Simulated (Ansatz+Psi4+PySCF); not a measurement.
Two shapes of doublet CH3S.

Shape 1:

```xyz
5

C    -0.0101    1.1007    0.0055
S     0.0007   -0.6982   -0.0069
H     1.0358    1.4313   -0.0051
H    -0.4726    1.5058    0.8882
H    -0.4776    1.5167   -0.8898
```

Shape 2:

```xyz
5

C     0.0233    1.1066    0.0128
S     0.0036   -0.7213   -0.0043
H     1.0672    1.4091   -0.0025
H    -0.4799    1.4787    0.8991
H    -0.4797    1.5011   -0.8661
```

Basis set: cc-pVTZ on H, C; cc-pV(T+d)Z on S (spherical functions). Frozen core: 6 orbitals. Correlation on ROHF uses semicanonical orbitals with singles. Charge 0, multiplicity 2.

Computed with Ansatz (development build ahead of 0.2.0) and Psi4 1.11; each method stands on the lowest determinant of its kind that the runs found.

Problem. Which shape is lower in energy, and by how much in each method?

Solution.

| method | E(2) − E(1) (eV) |
| --- | --- |
| ROHF | 0.003 |
| UHF | 0.004 |
| ROHF-MP2 | 0.014 |
| UHF-MP2 | 0.013 |

Shape 1 is lower.
